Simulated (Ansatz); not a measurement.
A run for Ansatz (a first-principles code): R-CCSD(T)/aug-cc-pV(T+d)Z on H2O (SMILES O). Files ending in .json are basis or fitting sets from the Basis Set Exchange.

Ansatz 0.2 input:
```yaml
crystal:
  periodic: [false, false, false]
  atoms:
    - {symbol: O, position_ang: [2.23981900, 0.00002700, -0.08823100]}
    - {symbol: H, position_ang: [2.60088700, 0.76196300, 0.37705500]}
    - {symbol: H, position_ang: [2.60108700, -0.76172700, 0.37719400]}
basis:
  gaussian:
    orbitals: aug-cc-pV_T+d_Z.json
magnetization: {spin_polarized: false}
correlation: {method: ccsd_t, electrons: outside_noble_gas}
scf: {lower_state_search: off}
```

Program output:

```
WARN ansatz: RAYON_NUM_THREADS=2 ignored (pool sized by the plan → 2); use --threads N
Functional definition: HF
these checks for a lower state are left out or cut short: stability, starts, cluster_reference, orbital_swaps, neighbouring_geometries, increment
integrals: 0.08 GiB planned
531 factors; integrals over basis functions are off by at most 8.3e-4 eV
mean field: 0.10 GiB planned
mean field evaluation 1: about -2067.8280 eV, gradient 3.4e1 eV
mean field evaluation 2: about -2067.8279 eV, gradient 3.4e1 eV
mean field evaluation 4: about -2069.6951 eV, gradient 1.4e0 eV
mean field evaluation 8: about -2069.7028 eV, gradient 4.5e-5 eV
mean field -2069.70276687 eV, -76.0601737876 hartree, gradient 2.5e-6 eV, S^2 0.000000; 0 other end points of the search recorded, 0 dependent functions left out
1 core orbitals not correlated
reference -2069.70276687 eV, -76.0601737876 hartree; 4, 4 occupied and 87, 87 virtual orbitals, 531 factors
second order -7.31458172 eV of doubles, -0.00000000 eV of singles
coupled cluster: 0.21 GiB planned
cycle   1  -7.27269436 eV  change    4.2e-2 eV  update   4.8e-2
cycle   2  -7.41086390 eV  change   -1.4e-1 eV  update   1.3e-2
cycle   3  -7.44561737 eV  change   -3.5e-2 eV  update   6.2e-3
cycle   4  -7.44131599 eV  change    4.3e-3 eV  update   1.2e-3
cycle   5  -7.44122636 eV  change    9.0e-5 eV  update   4.6e-4
cycle   6  -7.44131057 eV  change   -8.4e-5 eV  update   1.2e-4
cycle   7  -7.44124799 eV  change    6.3e-5 eV  update   3.8e-5
cycle   8  -7.44124123 eV  change    6.8e-6 eV  update   1.1e-5
cycle   9  -7.44124054 eV  change    6.9e-7 eV  update   3.3e-6
perturbative correction -0.23626233 eV, -0.0086824806 hartree
Total energy: -2077.38026974 eV, -76.3423168142 hartree
Checks for a lower state left out: stability, starts, cluster_reference, orbital_swaps, neighbouring_geometries, increment
```

The run converged.

Cost: around 1.3 core-seconds (rough).
